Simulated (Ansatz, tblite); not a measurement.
Cost and result up the ladder for MgSi₂ (3 atoms). Total charge 0; singlet. Geometry: r2SCAN-D4/def2-TZVP.

```csv
atom,x (Å),y (Å),z (Å)
Mg1,-0.896,-1.007,0.658
Si2,-0.095,1.313,0.169
Si3,0.991,-0.305,-0.827
```

Ansatz on 2 threads of Arm Neoverse V2 on a shared host; xTB runs through tblite on one thread. Times are rough, summed over both states, and most runs start from the orbitals of an earlier one. ωB97M-V/def2-TZVP serves as the yardstick here, not as an exact answer. The other state is a triplet at its own geometry.

The xTB rows come from tblite. B3LYP takes the VWN-RPA correlation. HSE06 is defined as in plane-wave codes, on full-range PBE exchange. Correlated methods freeze 11 core orbitals; core or outer-core shells of Mg are correlated, in sets that lack core-valence functions. In CCSD on the charge 0 triplet the largest single amplitude is 0.17, so its Hartree–Fock determinant may place the open shell otherwise than the density functionals do. The structure comes from a short search, and lower isomers may exist.

Run but left out: HF/def2-TZVP, HF/def2-TZVPP (singlet: restricted singlet, unstable towards broken spin symmetry); MP2/def2-TZVP, MP2/def2-TZVPP (triplet: ⟨S²⟩ 2.53 to 2.54, where a pure state has 2.00).

Correlated methods converge slowly with the basis.

xTB has no spin-polarisation term.

```csv
level,functions,wall time,triplet − singlet (eV),difference from ωB97M-V/def2-TZVP (eV),remarks
GFN1-xTB,22,0.003 s,1.15,0.46,–
GFN2-xTB,27,0.007 s,1.25,0.56,–
PBE-D4/def2-TZVP,106,2.5 s,0.50,-0.19,–
RPA@PBE/def2-TZVP,106,3.9 s,0.51,-0.18,–
B3LYP-D4/def2-TZVP,106,5.2 s,0.50,-0.19,–
HSE06-D4/def2-TZVP,106,5.7 s,0.43,-0.26,–
r2SCAN-D4/def2-TZVP,106,6.1 s,0.35,-0.33,–
PBE0-D4/def2-TZVP (with forces),106,9.2 s,0.43,-0.26,–
CCSD(T)/def2-TZVPP,116,11 s,0.58,-0.11,"large T1 (0.024) (singlet), large T1 (0.067) (triplet), restricted SCF unstable (singlet), spin-contaminated (⟨S²⟩ 2.54) (triplet)"
ωB97X-V/def2-TZVP,106,20 s,0.50,-0.19,–
ωB97M-V/def2-TZVP,106,22 s,0.69,0.00,–
```
